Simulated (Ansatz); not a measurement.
C$_{2}$H$_{5}$F$_{2}$NO (`NC(F)OCF`). Charge 0, multiplicity 1.

```xyz
11

N    -0.9537   -0.8724    1.3946
C    -0.6042   -0.2644    0.1890
F    -1.3258    0.9180   -0.0574
O     0.7353    0.0746    0.2618
C     1.2791    0.5786   -0.9003
F     1.4393   -0.4232   -1.8299
H    -1.9307   -1.1249    1.4170
H    -0.7205   -0.2846    2.1846
H    -0.8251   -0.9108   -0.6648
H     0.6417    1.3431   -1.3520
H     2.2648    0.9660   -0.6426
```

**Question.** What are the harmonic wavenumbers in cm⁻¹ at PBE0-D4/def2-TZVP (Ansatz, finite differences of forces, unscaled)? (Estimate.)

**Answer.** Ansatz gave: 62, 131, 260, 308, 415, 512, 566, 662, 771, 931, 960, 1055, 1166, 1174, 1223, 1293, 1327, 1365, 1433, 1468, 1524, 1651, 3078, 3099, 3152, 3558, 3658.

**Question.** Is this a minimum?

**Answer.** Yes, all 27 modes are real.

**Question.** Give the ideal-gas thermochemistry at 298.15 K and 1 bar (rigid rotor, harmonic oscillator; point group C1, symmetry number 1).

**Answer.** Zero-point energy 220.1 kJ/mol; H(298) − E = 239.2 kJ/mol; entropy 334.6 J/(mol·K), of which translation 165.9, rotation 111.9, vibration 56.8; G(298) − E = 139.5 kJ/mol. Modes under 100 cm⁻¹ are hindered rotations or soft bends, so the harmonic entropy is rough.

**Question.** And at 400, 500, 600, 800 and 1000 K?

**Answer.** 
```json
{"T (K)": "400", "H − E (kJ/mol)": "250.3", "S (J/mol/K)": "366.3", "G − E (kJ/mol)": "103.8"}
{"T (K)": "500", "H − E (kJ/mol)": "263.2", "S (J/mol/K)": "395.1", "G − E (kJ/mol)": "65.7"}
{"T (K)": "600", "H − E (kJ/mol)": "277.9", "S (J/mol/K)": "421.8", "G − E (kJ/mol)": "24.8"}
{"T (K)": "800", "H − E (kJ/mol)": "311.4", "S (J/mol/K)": "469.9", "G − E (kJ/mol)": "-64.5"}
{"T (K)": "1000", "H − E (kJ/mol)": "349.0", "S (J/mol/K)": "511.7", "G − E (kJ/mol)": "-162.7"}
```
